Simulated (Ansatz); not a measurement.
Born–Oppenheimer molecular dynamics of CH₅BO (8 atoms, charge 0, multiplicity 1). It starts from a rough guess of a transition structure, not a stationary point.

These are results of Ansatz 0.2.0, UKS BHLYP/def2-SVP, not measurements.

```yaml
ensemble: NVE (velocity Verlet)
time_step: 0.5 fs
steps_asked: 150
starting_velocities_drawn_for: 600 K
seed: 390855
```

Frames 2.5 fs apart, positions in Å, forces in eV/Å.

Velocities at 20.0 fs (Å/ps):

```
B 5.59 -16.88 7.72
C -2.53 7.90 -1.51
O 0.20 0.56 0.18
H -47.70 23.64 -52.95
H 47.41 21.15 45.57
H -22.96 28.40 -2.74
H 2.45 10.45 -22.20
H -12.18 -5.66 -35.22
```

```xyz
8
Properties=species:S:1:pos:R:3:forces:R:3 time_fs=20.0 energy_less_start_eV=-0.504 T=1257
B -0.584 -0.118 -0.555 -4.06 -3.48 -3.31
C 0.385 0.461 0.289 3.96 -1.01 5.01
O -0.755 -1.498 -0.508 -0.28 -5.06 -0.24
H -0.778 -2.624 -0.527 0.27 6.55 0.12
H -1.384 0.386 -1.243 -0.54 0.68 -0.64
H 0.958 -0.535 0.335 0.18 1.69 0.81
H 1.088 1.272 0.323 -0.15 0.71 -0.79
H -0.171 0.491 1.288 0.64 -0.08 -0.96
8
Properties=species:S:1:pos:R:3:forces:R:3 time_fs=22.5 energy_less_start_eV=-1.345 T=2312
B -0.580 -0.169 -0.545 -2.81 -1.45 -2.64
C 0.388 0.479 0.296 3.11 0.35 1.81
O -0.755 -1.505 -0.508 0.80 1.91 0.77
H -0.888 -2.400 -0.654 -0.46 -1.38 -0.50
H -1.297 0.463 -1.161 -1.53 0.75 -1.45
H 0.921 -0.433 0.355 1.98 -0.80 1.14
H 1.084 1.315 0.246 -0.68 0.22 -0.53
H -0.190 0.479 1.192 -0.40 0.39 1.40
8
Properties=species:S:1:pos:R:3:forces:R:3 time_fs=25.0 energy_less_start_eV=-1.753 T=2836
B -0.592 -0.226 -0.549 -1.84 3.84 -2.45
C 0.407 0.498 0.312 1.36 -0.87 0.00
O -0.750 -1.504 -0.504 1.78 -0.08 1.99
H -1.053 -2.283 -0.841 -1.55 -2.02 -1.50
H -1.290 0.576 -1.156 -0.49 -0.83 -0.50
H 0.994 -0.367 0.442 1.95 -0.86 1.06
H 1.042 1.373 0.138 -0.87 0.00 -0.14
H -0.228 0.489 1.168 -0.34 0.81 1.55
8
Properties=species:S:1:pos:R:3:forces:R:3 time_fs=27.5 energy_less_start_eV=-1.349 T=2345
B -0.614 -0.262 -0.567 -0.38 7.86 -1.62
C 0.432 0.512 0.330 0.26 -3.46 1.25
O -0.741 -1.502 -0.493 -2.48 -9.79 -2.34
H -1.287 -2.307 -1.092 2.38 4.88 2.90
H -1.315 0.643 -1.184 0.22 -1.78 0.11
H 1.170 -0.339 0.587 -0.56 1.67 0.04
H 0.949 1.431 0.021 -0.65 -0.20 0.23
H -0.277 0.546 1.225 1.21 0.81 -0.56
8
Properties=species:S:1:pos:R:3:forces:R:3 time_fs=30.0 energy_less_start_eV=-2.052 T=3243
B -0.638 -0.258 -0.593 1.24 5.17 0.43
C 0.460 0.510 0.354 -0.47 -2.29 0.95
O -0.739 -1.532 -0.490 -3.15 -5.55 -3.34
H -1.392 -2.071 -1.185 2.71 2.68 3.21
H -1.331 0.610 -1.207 0.20 -1.50 0.08
H 1.319 -0.223 0.735 -1.72 1.86 -0.89
H 0.819 1.475 -0.081 -0.24 -0.76 0.69
H -0.261 0.650 1.257 1.43 0.38 -1.13
8
Properties=species:S:1:pos:R:3:forces:R:3 time_fs=32.5 energy_less_start_eV=-2.335 T=3608
B -0.655 -0.226 -0.616 3.92 -0.36 3.73
C 0.484 0.497 0.381 -1.77 0.56 -1.37
O -0.748 -1.583 -0.498 2.21 2.45 1.62
H -1.371 -1.696 -1.123 -3.58 -2.21 -3.12
H -1.339 0.493 -1.230 -0.75 0.06 -0.77
H 1.376 -0.004 0.834 -0.72 0.22 -0.93
H 0.676 1.476 -0.143 0.54 -0.81 0.82
H -0.167 0.776 1.230 0.16 0.10 0.02
8
Properties=species:S:1:pos:R:3:forces:R:3 time_fs=35.0 energy_less_start_eV=-1.301 T=2275
B -0.650 -0.195 -0.619 4.74 -3.46 4.95
C 0.499 0.487 0.402 -3.67 2.06 -3.10
O -0.753 -1.627 -0.505 -2.44 4.75 -2.98
H -1.481 -1.415 -1.163 0.55 -3.09 0.92
H -1.388 0.376 -1.296 -0.71 0.89 -0.76
H 1.397 0.228 0.883 1.41 -1.32 -0.23
H 0.565 1.434 -0.161 1.20 0.12 0.14
H -0.065 0.911 1.205 -1.08 0.07 1.07
8
Properties=species:S:1:pos:R:3:forces:R:3 time_fs=37.5 energy_less_start_eV=-0.403 T=1125
B -0.622 -0.182 -0.596 2.05 -4.32 2.76
C 0.498 0.486 0.409 -2.33 2.64 -0.45
O -0.765 -1.653 -0.521 -4.02 6.25 -3.99
H -1.590 -1.316 -1.181 2.75 -3.73 2.49
H -1.468 0.305 -1.397 1.18 0.50 0.96
H 1.480 0.389 0.907 -0.28 -1.38 -1.09
H 0.523 1.399 -0.171 1.23 0.95 -0.59
H -0.017 1.044 1.230 -0.59 -0.92 -0.09
8
Properties=species:S:1:pos:R:3:forces:R:3 time_fs=40.0 energy_less_start_eV=-0.946 T=1813
B -0.581 -0.193 -0.558 -0.08 -4.18 0.70
C 0.485 0.499 0.413 -0.24 3.95 0.62
O -0.791 -1.657 -0.551 0.35 4.84 -0.21
H -1.556 -1.431 -1.069 -0.84 -2.06 -0.52
H -1.484 0.266 -1.445 1.96 0.28 1.85
H 1.548 0.466 0.870 -1.73 -1.51 -1.33
H 0.552 1.412 -0.210 0.73 0.20 -0.21
H -0.005 1.124 1.254 -0.15 -1.52 -0.90
8
Properties=species:S:1:pos:R:3:forces:R:3 time_fs=42.5 energy_less_start_eV=-1.825 T=2942
B -0.540 -0.227 -0.516 -1.80 -3.54 -0.96
C 0.470 0.532 0.419 0.53 3.45 -1.20
O -0.813 -1.642 -0.580 4.34 3.22 2.70
H -1.604 -1.669 -1.000 -3.31 -0.70 -2.11
H -1.389 0.245 -1.389 1.46 0.54 1.53
H 1.526 0.454 0.760 -0.77 -1.51 -0.28
H 0.623 1.437 -0.261 -0.05 -0.67 0.43
H -0.006 1.120 1.231 -0.40 -0.80 -0.12
8
Properties=species:S:1:pos:R:3:forces:R:3 time_fs=45.0 energy_less_start_eV=-1.810 T=2934
B -0.509 -0.280 -0.478 -1.64 -1.59 -0.82
C 0.457 0.580 0.418 0.43 0.77 -3.35
O -0.823 -1.617 -0.601 -2.88 -1.42 -0.23
H -1.792 -1.926 -1.034 4.81 2.06 1.76
H -1.214 0.260 -1.248 -0.39 1.45 -0.30
H 1.463 0.352 0.635 1.10 -1.35 1.03
H 0.692 1.427 -0.289 -0.59 -0.36 0.43
H -0.033 1.072 1.206 -0.85 0.44 1.49
8
Properties=species:S:1:pos:R:3:forces:R:3 time_fs=47.5 energy_less_start_eV=-1.622 T=2689
B -0.486 -0.341 -0.445 -1.04 1.76 -0.52
C 0.448 0.632 0.404 1.56 -2.59 -0.66
O -0.841 -1.597 -0.622 -2.26 -4.56 0.41
H -1.730 -2.071 -0.981 3.92 2.96 1.17
H -1.059 0.359 -1.124 -1.64 1.52 -1.58
H 1.445 0.176 0.566 -0.45 0.13 1.22
H 0.729 1.401 -0.294 -0.44 0.83 -0.28
H -0.100 1.040 1.254 0.35 -0.04 0.24
```

Of the whole run (75 fs, mean temperature of the second half 2121 K): The conserved energy stayed within 2.4 meV per atom of its start (net change -0.47 meV per atom), so there is no drift, though single steps change it by up to 22 meV in the whole system, a sign of fast motions only just resolved. The system heated up, since it started high on the potential surface and ran downhill. A run of 0.075 ps of so small a system gives no equilibrium averages. The orbitals stay closed-shell, which can raise the energy where a bond breaks towards radicals; this wasn't checked here.

The run took 6.8 min on 1 thread of Arm Neoverse V1, on a shared host, peak memory 0.14 GiB.
